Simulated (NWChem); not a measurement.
Program: NWChem. System: CHO, charge 0, spin multiplicity 2, at a geometry optimised with UPBE/def2-SVP. The structure started from a generated list of species. Its SCF solution wasn't tested for a lower state. Level: UMP2/def2-TZVP, 2 core orbitals frozen.

Input file:

```
start mol
memory heap 200 mb stack 900 mb global 1100 mb
geometry units angstroms nocenter noautoz
  C      0.496225    -0.324563     0.000000
  O     -0.559916     0.214446     0.000000
  H      1.501971     0.231809     0.000000
  symmetry group Cs
end
basis spherical
  * library def2-tzvp
end
scf
  uhf
  nopen 1
  maxiter 100
  thresh 1e-7
  semidirect memsize 60000000 filesize 0
  # guess.movecs holds the orbitals of an unrestricted PBE0 run
  vectors input guess.movecs output mol.movecs
end
mp2
  freeze core 2
end
task mp2 energy
```

Part of the output:

```
             Northwest Computational Chemistry Package (NWChem) 7.3.0
             --------------------------------------------------------

                                NWChem Input Module
                                -------------------

 Scaling coordinates for geometry "geometry" by  1.889725989
 (inverse scale =  0.529177249)

 Turning off AUTOSYM since
 SYMMETRY directive was detected!

                             Geometry "geometry" -> ""
                             -------------------------

 Output coordinates in angstroms (scale by  1.889725989 to convert to a.u.)

  No.       Tag          Charge          X              Y              Z
 ---- ---------------- ---------- -------------- -------------- --------------
    1 C                    6.0000     0.49622500    -0.32456300     0.00000000
    2 O                    8.0000    -0.55991600     0.21444600     0.00000000
    3 H                    1.0000     1.50197100     0.23180900     0.00000000

 Effective nuclear repulsion energy (a.u.)      26.2372809378

            Nuclear Dipole moment (a.u.)
            ----------------------------
        X                 Y               Z
 ---------------- ---------------- ----------------
    -0.0000132281    -0.0000018897     0.0000000000

      Symmetry information
      --------------------

 Group name             Cs
 Group number              2
 Group order               2
 No. of unique centers     3

      Symmetry unique atoms

     1    2    3


 Summary of "ao basis" -> "" (spherical)
 ------------------------------------------------------------------------------
       Tag                 Description            Shells   Functions and Types
 ---------------- ------------------------------  ------  ---------------------
 *                         def2-tzvp                  on all atoms

 Summary of "ao basis" -> "ao basis" (spherical)
 ------------------------------------------------------------------------------
       Tag                 Description            Shells   Functions and Types
 ---------------- ------------------------------  ------  ---------------------
[...]
  AO/Fock/Back tols     =   1.0D-09  1.0D-09  1.0D-09

 GA uses MA = F    GA memory limited = T

 Available:
  local mem=  1.26D+08
 global mem=  1.44D+08
 local disk=  0.00D+00
  mp2_memr nvloc                    60
  nvloc new                    60
   1 passes of   6:        4194304                      27425                   2878263.
   1 passes of   6: M    126153212           G      144169952           F     121958908.

 Semi-direct pass number   1 of   1  for UHF alpha       at        1.1s
  vrange nnbf                  2345
  mp2_eaftype                    10  avail_ma_in_mb                  1099
 EAF : mp2_eaftype filesize          10    1439132.
  mp2_eaf for mointskh                     10
Node 0 wrote      6.8 Mb in      0.0 s     Agg I/O rate:  1864.6 Mb/s
 Done moints_semi at        1.9s
  mp2_eaftype                    10  avail_ma_in_mb                  1089
 EAF : mp2_eaftype filesize          10    1439132.
  mp2_eaf for kh                    10
 Done maket at        1.9s
 Done multipass loop at        1.9s

 GA uses MA = F    GA memory limited = T

 Available:
  local mem=  1.26D+08
 global mem=  1.44D+08
 local disk=  0.00D+00
  mp2_memr nvloc                    61
  nvloc new                    61
   1 passes of   5:        4194304                      24676                   2439748.
   1 passes of   5: M    126153212           G      144169952           F     121958908.

 Semi-direct pass number   1 of   1  for UHF beta        at        1.9s
  vrange nnbf                  2345
  mp2_eaftype                    10  avail_ma_in_mb                  1099
 EAF : mp2_eaftype filesize          10    1219874.
  mp2_eaf for mointskh                     10
Node 0 wrote      5.7 Mb in      0.0 s     Agg I/O rate:  1856.8 Mb/s
 Done moints_semi at        2.6s
  mp2_eaftype                    10  avail_ma_in_mb                  1089
 EAF : mp2_eaftype filesize          10    1219874.
  mp2_eaf for kh                    10
 Done maket at        2.6s
 Done multipass loop at        2.6s

          -------------------------------------------
          SCF energy                -113.295545379679
          Correlation energy          -0.365152062407
          Singlet pairs                0.000000000000
          Triplet pairs                0.000000000000
          Total MP2 energy          -113.660697442086
          -------------------------------------------

          ---------------------------------------------------
                    Spin Component Scaled (SCS) MP2
          Same spin pairs                     -0.093154037627
          Same spin scaling factor             0.333333333333
          Opposite spin pairs                 -0.271998024780
          Opposite spin scaling fact.          1.200000000000
          SCS-MP2 correlation energy          -0.357448975612
          Total SCS-MP2 energy              -113.652994355291
          ---------------------------------------------------

 -----------------------
 Performance information
 -----------------------

 Timer overhead =  1.25D-07 seconds/call

               Nr. of calls         CPU time (s)                 Wall time (s)                GFlops
             ---------------    -------------------     ------------------------------   -------------------
Name         Min   Avg   Max    Min     Avg     Max     Min     Avg     Max   Mx/calls   Min     Max     Sum
mp2: moin     2     2     2    1.4     1.4     1.4      1.4     1.4     1.4    0.69      0.0     0.0     0.0
mp2: make     2     2     2   9.93E-2 9.93E-2 9.93E-2  9.93E-2 9.93E-2 9.93E-2 4.97E-2   0.0     0.0     0.0
mp2: tota     1     1     1    1.5     1.5     1.5      1.5     1.5     1.5     1.5      0.0     0.0     0.0

 The average no. of pstat calls per process was 5.00D+00
 with a timing overhead of 6.23D-07s

 Task  times  cpu:        2.6s     wall:        2.6s

 Total times  cpu:        2.6s     wall:        2.6s
```
